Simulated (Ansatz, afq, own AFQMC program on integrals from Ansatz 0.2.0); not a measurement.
# BH, quintet in cc-pVTZ, levels against full CI

```csv
atom,x (Å),y (Å),z (Å)
B,0.0000,0.0000,0.0000
H,0.0000,0.0000,1.1940
```

Basis cc-pVTZ. Only valence electrons are correlated. AFQMC by an in-house program on the Cholesky factors that Ansatz 0.2.0 writes for its CCSD(T) run. The CISD trial takes its coefficients from CCSD amplitudes. Released means that phaseless walkers are propagated on without the constraint, phases kept. Uncertainties: one standard error, sampling alone.

Determinant: UHF, the one that the program's search chose, which needn't be the lowest solution. The geometry is a PBE0/def2-TZVP stationary point of this or a neighbouring charge and spin state.

Full CI on the same integrals is exact in this basis and with this determinant's frozen core.

Cautions: another spin lies lower (by 6.50 eV).

The T1 diagnostic is 0.0057. The weight of the determinant in the CISD state is 0.982 and the ⟨S²⟩ of the determinant is 6.000. The size of the correlated space is 4 electrons in 43 orbitals.

Reference: full CI, correlation energy -0.795 eV. The released energy is read at 2.40 1/Eh (meV from the phaseless value at times in 1/Eh: -0.1 ± 0.7 at 0.24, -1.0 ± 0.8 at 0.51, -2.2 ± 0.8 at 0.99, -1.1 ± 0.6 at 1.62, -1.2 ± 0.8 at 2.40).

| level | E − E(reference) (mEh) | share of correlation (%) |
| --- | --- | --- |
| HF | 29.22 | 0.00 |
| MP2 | 7.54 | 74.20 |
| CCSD | 0.46 | 98.43 |
| CCSD(T) | 0.11 | 99.63 |
| CCSDT | 0.00 | 99.99 |
| CCSDT(Q) | 0.00 | 100.00 |
| ph-AFQMC/CISD | 0.05 ± 0.03 | 99.83 |
| released AFQMC | 0.01 ± 0.03 | 99.98 |

CCSDT and higher add their correlation energy to the determinant of the CCSD(T) run, since their own runs factorise the integrals more tightly (a shift of under 2 meV). A walk keeps the symmetry of its determinant, which the program's search chose and which needn't be the lowest solution, so a lower state of the same spin and another symmetry isn't excluded. Released energies are given only where the last usable release times agree within the noise; a slower fall can still hide under it.
